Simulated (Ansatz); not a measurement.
Compare A (`C#CNC`) with its isomer B (`C=CC=N`).

Isolated molecules relaxed with PBE0-D4/def2-TZVP in Ansatz; ΔE leaves out vibrations. CCSD(T)/CBS adds triple-zeta CCSD(T) − MP2 to the extrapolated MP2 energy (def2 sets, frozen cores). DFT in def2-TZVPP. B3LYP here is the variant with VWN-RPA as its local correlation; programs differ in this. Each species was taken in one conformer, which may not be the lowest.

**Question.** Which is lower in electronic energy at CCSD(T)/CBS, and by how much? (An estimate is asked.)

**Answer.** The calculation gave: B, by 25.0 kcal/mol.

**Question.** Give E(B) − E(A) in kcal/mol with BLYP-D4, B3LYP, CCSD/def2-TZVPP, r2SCAN-D4, HF/def2-TZVPP, MP2/def2-TZVPP, ωB97M-V. (An estimate is asked.)

**Answer.** The calculation gave: BLYP-D4 -25.4, B3LYP -24.0, CCSD/def2-TZVPP -25.1, r2SCAN-D4 -25.0, HF/def2-TZVPP -23.9, MP2/def2-TZVPP -22.5, ωB97M-V -23.9. None reverses the order clearly.

**Question.** Does the order hold for the free energy at 298.15 K (harmonic terms from PBE0-D4)? (Estimate.)

**Answer.** The calculation gave: Yes: G(B) − G(A) = -24.1 kcal/mol, for one conformer each.

Largest T1 diagnostic: 0.012.

Leaving LDA and LC-ωPBE aside and taking each functional with its dispersion term where it has one, the values, not all of them listed here, spread over 3.8 kcal/mol, from B97M-V to PBE-QIDH. LDA lies +2.9 kcal/mol from PBE without D4. From BLYP to BHLYP (50 % exact exchange), in def2-TZVPP and without D4, E(B) − E(A) moves by +1.1 kcal/mol.
